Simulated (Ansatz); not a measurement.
Compare A (`FC(F)C(F)F`) with its isomer B (`FCC(F)(F)F`).

Program: Ansatz. Geometries: PBE0-D4/def2-TZVP. ΔE: electronic, gas phase. CCSD(T)/CBS adds triple-zeta CCSD(T) − MP2 to the extrapolated MP2 energy (def2 sets, frozen cores). DFT in def2-TZVPP. B3LYP here is the variant with VWN-RPA as its local correlation; programs differ in this. Each species was taken in one conformer, which may not be the lowest.

A:

Z-matrix (Å, degrees):
```
C
F 1 1.348
C 1 1.522 2 108.7
F 1 1.348 2 108.4 3 118.1
H 1 1.095 2 109.5 3 -122.5
F 3 1.348 1 108.7 2 -62.2
F 3 1.348 1 108.8 2 179.9
H 3 1.095 1 111.9 2 58.8
```

B:

Z-matrix (Å, degrees):
```
C
C 1 1.514
F 1 1.364 2 109.8
H 1 1.092 2 108.6 3 120.0
H 1 1.092 2 108.6 3 -120.0
F 2 1.339 1 108.9 3 -180.0
F 2 1.332 1 111.9 3 60.6
F 2 1.332 1 111.9 3 -60.5
```

(1) Which is lower in electronic energy at CCSD(T)/CBS, and by how much? (Best estimate.)

(2) Give E(B) − E(A) in kJ/mol with MP2/def2-TZVPP, r2SCAN-D4, B3LYP, B2PLYP, HF/def2-TZVPP, B3LYP-D4, CCSD(T)/def2-TZVPP. (Estimate.)

Largest T1 diagnostic: 0.012.

Results:

(1) Computed: B, by 25.3 kJ/mol.

(2) Ansatz gave: MP2/def2-TZVPP -26.4, r2SCAN-D4 -27.9, B3LYP -22.5, B2PLYP -23.8, HF/def2-TZVPP -26.0, B3LYP-D4 -22.9, CCSD(T)/def2-TZVPP -25.4. None reverses the order clearly.
